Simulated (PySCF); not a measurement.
**Functional dependence of a UV spectrum**

Compound: CO.
SMILES: `[C-]#[O+]`

Linear-response calculations in the def2-SVPD basis (PySCF; singlets by full response, triplets Tamm–Dancoff, core orbitals frozen in the response; HF means time-dependent Hartree–Fock). 'Strongest' is the level of largest summed f among the singlets computed (10 roots, of which the last may lack a degenerate partner); it can jump between rows when another state enters that window. S1 is the lowest singlet of each run and needn't be the same state throughout; f(S1) is that of one state. Isolated species at its PBE0-D3(BJ)/def2-SVP geometry, gas phase.

| functional | kind | S1 (eV) | f(S1) | strongest (eV) | T1 (eV) | HOMO (eV) | gap (eV) | ionisation energy, ΔSCF (eV) |
| --- | --- | --- | --- | --- | --- | --- | --- | --- |
| LDA | LDA | 8.24 | 0.080 | 11.83 | 5.94 | -9.08 | 6.79 | 14.06 |
| PBE | GGA | 8.35 | 0.078 | 11.79 | 5.83 | -9.02 | 6.99 | 13.85 |
| B3LYP | global hybrid, 20% exact exchange | 8.45 | 0.079 | 12.27 | 5.96 | -10.50 | 9.40 | 14.17 |
| PBE0 | global hybrid, 25% exact exchange | 8.48 | 0.079 | 12.48 | 5.87 | -10.73 | 9.98 | 13.99 |
| BHandHLYP | global hybrid, 50% exact exchange | 8.60 | 0.080 | 13.04 | 5.97 | -12.42 | 12.95 | 14.17 |
| CAM-B3LYP | range-separated hybrid | 8.52 | 0.081 | 12.56 | 6.00 | -12.35 | 12.84 | 14.25 |
| LC-wPBE | range-separated hybrid | 8.59 | 0.082 | 13.02 | 5.96 | -13.81 | 15.69 | 14.14 |
| HF | Hartree–Fock | 8.79 | 0.086 | 14.13 | 5.76 | -15.07 | 18.52 | not settled |

**Question.** What does wB97X-D (range-separated hybrid) give?

**Answer.** S1 (eV) 8.52, f(S1) 0.082, strongest (eV) 12.63, T1 (eV) 6.14, HOMO (eV) -12.78, gap (eV) 13.98, ionisation energy, ΔSCF (eV) 14.09. S1 runs from 8.24 eV (LDA) to 8.79 eV (HF), a spread of 0.55 eV, while the orbital gap spreads over 11.7 eV. Along PBE (0%), B3LYP (20%), PBE0 (25%), BHandHLYP (50%), HF (100%) S1 rises with the share of exact exchange. −ε(HOMO) comes closest to its own ΔSCF ionisation energy with LC-wPBE (-0.33 eV) and misses most with LDA (-4.98 eV). The lowest singlet of a reference set is 1Π(n→π*) at 8.49 eV (computed, theoretical best estimate (aug-cc-pVTZ, frozen core, CC3 geometry), gas; Veril, Scemama, Caffarel, Lipparini, Boggio-Pasqua, Jacquemin, Loos, WIREs Comput. Mol. Sci. 2021, 11, e1517 (QUESTDB)). The lowest computed singlet differs from it by PBE0 -0.01, wB97X-D +0.03, CAM-B3LYP +0.03, B3LYP -0.04, LC-wPBE +0.10, BHandHLYP +0.11, PBE -0.14, LDA -0.25, HF +0.30 eV; geometry and basis of the reference needn't be the same. The lowest triplet of a reference set is 3Π(n→π*) at 6.28 eV (computed, theoretical best estimate (aug-cc-pVTZ, frozen core, CC3 geometry), gas; Veril, Scemama, Caffarel, Lipparini, Boggio-Pasqua, Jacquemin, Loos, WIREs Comput. Mol. Sci. 2021, 11, e1517 (QUESTDB)). The lowest computed triplet differs from it by wB97X-D -0.14, CAM-B3LYP -0.28, BHandHLYP -0.31, LC-wPBE -0.32, B3LYP -0.32, LDA -0.34, PBE0 -0.41, PBE -0.45, HF -0.52 eV; geometry and basis of the reference needn't be the same. 'Not settled' means that the ion's SCF failed to converge or may have ended in another state than the lowest.
